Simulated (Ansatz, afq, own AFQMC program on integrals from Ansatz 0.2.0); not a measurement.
# BSiH$_{2}$, quartet, reference energies and how methods fare

```yaml
atoms:
  - { symbol: Si, position_ang: [0.0000, -0.0471, 0.5518] }
  - { symbol: B, position_ang: [0.0000, -0.0605, -1.3633] }
  - { symbol: H, position_ang: [0.0000, 1.1711, 1.4474] }
  - { symbol: H, position_ang: [0.0000, 0.7893, -2.2001] }
```

Geometry: a PBE0/def2-TZVP stationary point, not shown to be a minimum. Basis cc-pVTZ. Only valence electrons are correlated. AFQMC by an in-house program on the Cholesky factors that Ansatz 0.2.0 writes for its CCSD(T) run. The CISD trial takes its coefficients from CCSD amplitudes. Released means that phaseless walkers are propagated on without the constraint, phases kept. ± is one standard error of the sampling.

Best estimates are CCSD(T) at the basis-set limit (def2-TZVPP/QZVPP) plus the step from CCSD(T) to the highest rung at hand in cc-pVTZ, named in the table (released AFQMC can keep some 10 meV of bias). No zero-point, core-correlation or spin–orbit terms. Other levels are in cc-pVTZ; a dash marks a level that is missing or breaks spin symmetry for a member.

Cautions: BSiH₂ (quartet): lower spins were not checked, the released energies are still falling, so no released level is given (meV from the phaseless value at times in 1/Eh: 1 ± 4 at 0.24, 0 ± 4 at 0.51, -6 ± 4 at 0.99, -8 ± 4 at 1.62, -16 ± 7 at 2.40), though the last usable value meets CCSDT(Q) within the noise; BSiH₂⁺ (quintet): another spin lies lower, raised T1 diagnostic (T1 0.045, weight of the determinant 0.87, largest double 0.08), its ph-AFQMC/CISD value lies 32 ± 4 meV above CCSDT(Q); BSiH₂⁺ (triplet): lower spins were not checked, the released energies have errors that jump between times, so the bars are unsure, so no released level is given (meV from the phaseless value at times in 1/Eh: -5 ± 4 at 0.24, -15 ± 3 at 0.51, -61 ± 37 at 0.99, -27 ± 3 at 1.62, -26 ± 11 at 2.40), its ph-AFQMC/CISD value lies 37 ± 4 meV above CCSDT(Q); row 1: this isn't the first ionization; row 1: core correlation is missing, and it shifts such a gap most where an s electron is promoted; row 2: this needn't be the first ionization.

```tsv
process	wB97M-V (kJ/mol)
to charge +1, quintet (vertical)	1141
to charge +1, triplet (vertical)	767
to free atoms	879
```

Question: From these values, estimate the best estimates.

Answer: 
```tsv
process	best estimate (kJ/mol)	highest rung
to charge +1, quintet (vertical)	1144	CCSDT(Q)
to charge +1, triplet (vertical)	785	CCSDT(Q)
to free atoms	879	CCSDT(Q)
```

Errors against the best estimates in kJ/mol, in the same order:

```tsv
level	error, 1	error, 2	error, 3
MP2	-3	-4	-24
CCSD(T)	-8	-3	-30
ph-AFQMC/CISD	-8 ± 0.6	-2 ± 0.6	-28 ± 0.5
CCSD(T)/CBS	1	1	-2
PBE	-28	-5	36
r2SCAN	-23	12	58
PBE0	-11	6	28
B3LYP	-4	-3	9
wB97M-V	-3	-18	0
B2PLYP	-6	-9	-4
```

Cost at the first geometry (cards were shared with other jobs): PBE0/cc-pVTZ, 1.5 s on 1 thread of AMD EPYC 7R13 Processor (Zen 3) (shared host); UCCSD(T)/cc-pVTZ, 2.4 s on 1 × NVIDIA H100 80GB HBM3 with 1 thread of AMD EPYC 7R13 Processor (Zen 3), on a shared host; CCSD(T)/def2-QZVPP, 3.5 s on 1 × NVIDIA H100 80GB HBM3 with 1 thread of AMD EPYC 7R13 Processor (Zen 3), with other jobs on the host; CCSDT(Q), 6.5 s on 1 × NVIDIA H100 80GB HBM3 with 1 thread of AMD EPYC 7R13 Processor (Zen 3), with other jobs on the host; ph-AFQMC/CISD with release, 42 s on 1 × NVIDIA H100 80GB HBM3 with 2 threads of AMD EPYC 7R13 Processor (Zen 3) (shared host).

Best estimates are given only where the step beyond CCSD(T) is under 0.3 eV and no member's determinant is very poor (T1 over 0.05, or 0.07 for open shells, ⟨S²⟩ too high by 0.3, two states mixed), so the hardest cases are missing from such tables.

The functionals ran in a triple-zeta set and keep a basis error of their own, a few kJ/mol for each bond in atomization energies and more for double hybrids, so close places among them and the extrapolated levels can swap.

CCSDT and higher add their correlation energy to the determinant of the CCSD(T) run, since their own runs factorise the integrals more tightly (a shift of under 2 meV). Each member of a difference takes its own highest rung, so a best estimate needn't equal the limit plus the step of one row. A walk keeps the symmetry of its determinant, which the program's search chose and which needn't be the lowest solution, so a lower state of the same spin and another symmetry isn't excluded.
